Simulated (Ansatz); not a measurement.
Zinc-blende CdSe, treated with r²SCAN (PAW; Ansatz, a quantum-chemistry and plane-wave program).

The same calculation (at a fixed cell, not relaxed at this level and not confirmed as the measured one, 27.708 Å³/atom) with different numerical settings:

```csv
run,k mesh,gap on the mesh (eV),total energy (eV/atom)
1,4×4×4,1.116,-6873.8905
2,6×6×6,1.127,-6873.9098
3,8×8×8,1.128,-6873.9113
4,12×12×12,1.128,-6873.9115
5,16×16×16,1.128,-6873.9115
6,20×20×20,1.128,-6873.9115
```

In the column total energy (eV/atom) the first row differs from the last by +0.0210 and the next to last by 0.0000.

The last row is no converged limit: other settings stay fixed.

Spin–orbit coupling is not included.
